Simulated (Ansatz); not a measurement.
# C4H7FO: the cost of one run

All numbers below are computed with Ansatz 0.2.0 (UKS PBE/STO-3G).

## Step 1: The system as given

Bond lengths: C1–C2 1.299 Å, C2–C3 1.476 Å, C3–O4 1.445 Å, C2–C5 1.506 Å, C5–F6 1.370 Å, C1–H7 1.135 Å, C1–H8 1.037 Å, C3–H9 1.107 Å, C3–H10 1.079 Å, O4–H11 1.058 Å, C5–H12 1.093 Å, C5–H13 1.105 Å. Angles (14 of 19 angles, heavy atoms first): C1–C2–C3 119.4°, C1–C2–C5 124.4°, C3–C2–C5 116.1°, C2–C3–O4 110.2°, C2–C5–F6 112.4°, C2–C1–H7 118.6°, C2–C1–H8 126.1°, C2–C3–H9 111.8°, C2–C3–H10 115.8°, O4–C3–H9 101.0°, O4–C3–H10 108.7°, C3–O4–H11 101.7°, C2–C5–H12 112.2°, C2–C5–H13 110.1°.

Coordinates:

```xyz
13

C    -1.3318   -0.2389   -0.8322
C    -0.1764   -0.0195   -0.2806
C     0.4611   -1.0868    0.5144
O     0.7085   -0.6250    1.8614
C     0.6200    1.2477   -0.4483
F    -0.0203    2.1651   -1.2393
H    -1.8161    0.5950   -1.4311
H    -1.8978   -1.1029   -0.7430
H     1.4920   -1.2946    0.1702
H    -0.0753   -2.0213    0.5617
H    -0.2756   -0.4778    2.2221
H     1.6135    1.0585   -0.8635
H     0.7185    1.7658    0.5230
```

## Step 2: Relaxing the start

input.yaml reads:

```yaml
crystal:
  periodic: [false, false, false]
  atoms:
    - { symbol: C, position_ang: [-1.3318, -0.2389, -0.8322] }
    - { symbol: C, position_ang: [-0.1764, -0.0195, -0.2806] }
    - { symbol: C, position_ang: [0.4611, -1.0868, 0.5144] }
    - { symbol: O, position_ang: [0.7085, -0.625, 1.8614] }
    - { symbol: C, position_ang: [0.62, 1.2477, -0.4483] }
    - { symbol: F, position_ang: [-0.0203, 2.1651, -1.2393] }
    - { symbol: H, position_ang: [-1.8161, 0.595, -1.4311] }
    - { symbol: H, position_ang: [-1.8978, -1.1029, -0.743] }
    - { symbol: H, position_ang: [1.492, -1.2946, 0.1702] }
    - { symbol: H, position_ang: [-0.0753, -2.0213, 0.5617] }
    - { symbol: H, position_ang: [-0.2756, -0.4778, 2.2221] }
    - { symbol: H, position_ang: [1.6135, 1.0585, -0.8635] }
    - { symbol: H, position_ang: [0.7185, 1.7658, 0.523] }
magnetization:
  spin_polarized: true
basis:
  gaussian: { orbitals: STO-3G }
hamiltonian:
  xc: pbe
relax:
  f_tol: 0.02
  max_steps: 40
```

The run is started by

```sh
ansatz run input.yaml --threads 1 --pin off --max-ram 2048MiB --backend cpu --events-out ev --progress --plain --runs-dir out
```

**Question.** How long does this run take on 1 thread of Arm Neoverse V2, shared host, and how much memory does it need?

About 36 s, with a peak of 0.15 GiB.
